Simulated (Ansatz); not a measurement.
This geometry of C₄H₉FS (15 atoms, charge 0, multiplicity 1) is a first-order saddle point.

Method: Ansatz, RKS PBE/6-31G.

```xyz
15
Properties=species:S:1:pos:R:3
C -0.203 -2.381 0.176
S -1.338 -0.897 -0.095
C -0.082 0.514 0.217
C 1.054 0.523 -0.795
C -0.860 1.833 0.323
F 0.547 0.240 1.516
H 0.373 -2.617 -0.730
H -0.853 -3.227 0.439
H 0.459 -2.141 1.020
H 1.771 1.321 -0.533
H 1.594 -0.436 -0.797
H 0.663 0.713 -1.807
H -1.942 1.694 0.173
H -0.496 2.570 -0.412
H -0.708 2.240 1.335
```

(1) Which two structures does it join? (They come from a converged band through this point; their orientation in space is the band's.)

(2) How far does it lie above each of them?

## Answers

(1) No bond is made or broken. The dihedral S2–C3–C5–H13 goes from -63 to 58°. The two ends are copies of one structure, up to a mirror image or an exchange of like atoms.

Image 0:

```xyz
15
Properties=species:S:1:pos:R:3
C -0.089 -2.342 0.459
S -1.305 -0.909 0.264
C -0.051 0.533 0.173
C 0.852 0.452 -1.049
C -0.828 1.833 0.314
F 0.825 0.419 1.341
H 0.309 -2.665 -0.513
H -0.648 -3.162 0.929
H 0.715 -2.004 1.128
H 1.585 1.277 -1.019
H 1.406 -0.499 -1.071
H 0.257 0.536 -1.972
H -1.539 1.955 -0.520
H -0.124 2.682 0.304
H -1.386 1.845 1.262
```

Image 6:

```xyz
15
Properties=species:S:1:pos:R:3
C -0.200 -2.376 0.157
S -1.331 -0.894 -0.150
C -0.087 0.513 0.217
C 1.077 0.543 -0.761
C -0.875 1.811 0.318
F 0.491 0.247 1.537
H 0.412 -2.605 -0.727
H -0.858 -3.225 0.388
H 0.428 -2.142 1.028
H 1.784 1.339 -0.469
H 1.620 -0.415 -0.760
H 0.716 0.742 -1.782
H -1.639 1.734 1.105
H -1.370 2.042 -0.639
H -0.188 2.637 0.568
```

(2) 0.130 eV above the first and 0.129 eV above the second. This is the barrier of this one path; another mechanism may lie lower. Limits of this set-up: no polarisation functions.

The run took 2.5 min on 1 thread of Arm Neoverse V1 (shared host), peak memory 0.14 GiB.
